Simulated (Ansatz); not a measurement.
## FS (charge -1): a ladder of basis sets, step by step

Program: the Ansatz DFT code, driven from Python.

Notebook, run cell by cell (the value of a cell's last expression is shown):

**Cell 1**
```python
import ansatz as az
```

**Cell 2**
```python
XC = "b3lyp"
DISPERSION = "d4"
NET_CHARGE = -1

geometry_ang = [
    ("S", [0.0, 0.0, 0.0]),
    ("F", [0.0, 0.0, 1.7]),
]
geometry = az.Crystal.molecule()
for symbol, xyz in geometry_ang:
    geometry = geometry.atom(symbol, xyz)
```

**Cell 3**
```python
job = (
    geometry.calculation()
    .functional(XC, dispersion=DISPERSION)
    .charge(NET_CHARGE)
)
```

**Cell 4**
```python
energies = {}
for basis in ["cc-pVDZ", "cc-pVTZ", "cc-pVQZ"]:
    summary = job.basis(gaussian=basis).run(threads=1).report
    size = summary["n_frozen"] + summary["n_occupied"][0] + summary["n_virtual"][0]
    energies[basis] = (summary["reference_energy_ev"] / 27.211386246, summary["free_energy_ev"] / 27.211386246)
    print(f"{basis:14s} {size:4d} orbitals  reference {energies[basis][0]:14.6f} Ha  total {energies[basis][1]:14.6f} Ha")
```
Output:
```text
cc-pVDZ          32 orbitals  reference    -498.033592 Ha  total    -498.034686 Ha
cc-pVTZ          64 orbitals  reference    -498.106306 Ha  total    -498.107400 Ha
cc-pVQZ         114 orbitals  reference    -498.127379 Ha  total    -498.128473 Ha
```

**Cell 5**
```python
last = energies["cc-pVQZ"][1]
for basis, (_, total) in energies.items():
    print(f"{basis:14s} lies {27.211386 * (total - last):9.4f} eV above cc-pVQZ")
```
Output:
```text
cc-pVDZ        lies    2.5521 eV above cc-pVQZ
cc-pVTZ        lies    0.5734 eV above cc-pVQZ
cc-pVQZ        lies    0.0000 eV above cc-pVQZ
```

Against cc-pVDZ: cc-pVTZ -72.7 mHa and cc-pVQZ -93.8 mHa. The last step alone is -21.07 mHa.

The drop along the ladder measures the basis error, and is no property of the molecule. The geometry is a force-field or estimated start, not a minimum of this method, and the last set is no limit. Much of the fall in a total is atomic energy, which cancels in bond and reaction energies. Total less reference energy is the dispersion correction. b3lyp holds the VWN-RPA fit, as in Gaussian; the form of ORCA and Turbomole is b3lyp5. For Al to Cl the sets with a tight d function, cc-pV(X+d)Z, are usual. The spin state was assumed, and another may lie lower. Anions want diffuse functions, which this basis lacks. Finished in 2.7 s on 1 thread of Arm Neoverse V1, on a shared host, peak memory 0.2 GiB.
